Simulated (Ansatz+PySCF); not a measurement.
doublet C₂H₅O: levels of theory in one basis

```xyz
8

C     1.0107   -0.5706    0.0077
C    -0.0024    0.5812    0.0062
O    -1.2606   -0.0084   -0.0040
H     0.1540    1.1976    0.8973
H     0.1389    1.2010   -0.9013
H     2.0235   -0.1573    0.0060
H     0.8722   -1.1782    0.8922
H     0.8771   -1.1855   -0.8820
```

Basis set: cc-pVTZ (spherical functions). Correlated methods keep 3 orbitals frozen. Correlation on ROHF uses semicanonical orbitals with singles. Charge 0, multiplicity 2.

Computed with Ansatz (development build ahead of 0.2.0); each method stands on the lowest determinant of its kind that the runs found.

| method | E − E(ROHF) (eV) | <S²> of the determinant |
| --- | --- | --- |
| ROHF | 0.00 | 0.75 |
| UHF | -0.15 | 0.76 |
| ROHF-MP2 | -14.89 | – |
| UHF-MP2 | -14.88 | 0.76 |

(1) What does ROHF-CCSD(T) give on the same scale?

## Answers

(1) -16.48 eV.

The restricted and unrestricted rows may stand on different electronic states: another unrestricted solution lies nearer the restricted one.

Caution for ROHF-MP2, UHF-MP2: forces differ strongly between restricted and unrestricted references.
